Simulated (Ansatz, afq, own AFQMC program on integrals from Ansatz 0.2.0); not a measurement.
AFQMC on a folder of integrals that Ansatz 0.2.0 wrote.

```yaml
crystal:
  periodic: [false, false, false]
  atoms:
    - {symbol: B, position_ang: [-0.024698, 0.047557, 0.047103]}
    - {symbol: H, position_ang: [0.389987, 0.860053, 0.857756]}
    - {symbol: H, position_ang: [-0.449025, -0.760136, 0.857564]}
    - {symbol: H, position_ang: [-0.437510, 0.856204, -0.768340]}
    - {symbol: H, position_ang: [0.761459, -1.466213, -1.452196]}
basis:
  gaussian: {orbitals: 6-31G}
magnetization: {spin_polarized: true, initial_magnetization: 1}
correlation: {method: ccsd_t, electrons: outside_noble_gas, hamiltonian_folder: ham}
```

```sh
$ ansatz run in.yaml --threads 1 --pin off --events-out ev --progress --plain --max-ram 16896MiB --backend cuda --devices 0, --max-vram 18GiB
```

Options of the walk:

```
--method phaseless --trial cisd --walkers 4000 --populations 20 --least-time 60 --time-step 0.005 --steps-per-block 50 --equilibration-blocks 40 --max-blocks 4000 --target-error 0.00032 --factor-cut 1e-05 --start spin_pure --seed 7858 --release-times 0.24,0.51,0.99,1.62,2.4 --release-step 0.03 --release-every 3 --taylor-order 6
```

Times are imaginary, in 1/Eh. The walk had a cap of 122 s. With eight or more populations the least sampling time is a fifth of least-time, and the error comes from their spread.

afq prints:

```
orbitals 16  electrons 4 3  factors 104 of 254
reference energy -26.82221213 Eh
CCSD correlation -0.07870780 Eh in 13 cycles, weight of the determinant in the CISD state 0.9479
energy of the start -26.900897 Eh
 block  time / (1/Eh)  mean weight  energy / Eh
     1     0.250  0.9998  -26.900560
     2     0.500  1.0000  -26.900763
     3     0.750  1.0000  -26.901040
     4     1.000  0.9997  -26.901340
     5     1.250  1.0000  -26.901761
     7     1.750  1.0000  -26.901956
     9     2.250  1.0001  -26.901978
    11     2.750  1.0000  -26.902117
    15     3.750  0.9999  -26.902099
    17     4.250  1.0001  -26.901992
    19     4.750  1.0000  -26.902232
    23     5.750  0.9999  -26.902173
    27     6.750  1.0001  -26.902030
    31     7.750  0.9998  -26.902281
    35     8.750  1.0000  -26.902109
    39     9.750  0.9999  -26.902210
    43    10.750  1.0002  -26.902311
    47    11.750  1.0000  -26.902282
    51    12.750  0.9999  -26.902217
    55    13.750  1.0001  -26.902377
    59    14.750  0.9999  -26.902353
    63    15.750  1.0001  -26.902282
    67    16.750  1.0000  -26.902393
    71    17.750  0.9999  -26.902434
    75    18.750  1.0001  -26.902073
    79    19.750  0.9999  -26.902252
    83    20.750  0.9999  -26.902233
    87    21.750  1.0000  -26.902304
    89    22.250  1.0001  -26.902199
error from the spread of 20 populations
released: time / (1/Eh)  energy / Eh  error  mean overlap
  0.24  -26.902310  0.000025  0.9998
  0.51  -26.902304  0.000030  1.0018
  0.99  -26.902327  0.000015  0.9988
  1.62  -26.902335  0.000017  0.9990
  2.40  -26.902303  0.000019  0.9966
energy -26.902257 +/- 0.000020 Eh
(rows thinned)
```

The run passed its tests (sampling time, drift between the halves within three errors, error under three times the target), which doesn't prove that it has relaxed.

Against this walk (error 0.6 meV) on the same determinant: CCSD(T) 8.8 meV higher, CCSDT(Q) 2.5 meV lower, CCSDTQ 2.6 meV lower, full CI 2.6 meV lower. The error is statistical and leaves out the bias of the constraint. Released to 2.40 1/Eh the energy moves by -1.2 ± 0.8 meV (both errors), within twice the noise.

Cautions: constraint bias not in the error.

The walk took 26 s on 1 × NVIDIA H100 80GB HBM3 with 2 threads of AMD EPYC 7R13 Processor (Zen 3) (shared host) (the card was shared). The log's last line is the phaseless energy.

CCSDT and higher add their correlation energy to the determinant of the CCSD(T) run, since their own runs factorise the integrals more tightly (a shift of under 2 meV). A walk keeps the symmetry of its determinant, which the program's search chose and which needn't be the lowest solution, so a lower state of the same spin and another symmetry isn't excluded.
